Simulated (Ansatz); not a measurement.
# diamond against fcc along the alkaline-earth metals

Level of theory: DFT, PBEsol, plane waves (420 eV) with PAW, scalar-relativistic in Ansatz. The PAW files were generated under PBE, with cores re-solved for the functional.

Each structure is relaxed within its symmetry, in the lowest magnetic state of the tried starts. Differences under about 8 meV lie within the error of the k-point mesh.

```
element  E(diamond) − E(fcc) (meV/atom)  V(diamond) (Å³/atom)  V(fcc) (Å³/atom)   state of diamond       state of fcc
     Be                            1611                 14.48              7.80  spin not included  spin not included
     Mg                             814                 38.86             22.67  spin not included  spin not included
     Ca                            1112                 74.34             40.60  spin not included  spin not included
     Sr                            1036                102.65             52.23  spin not included  spin not included
     Ba                             847                 50.90             58.50  spin not included  spin not included
```
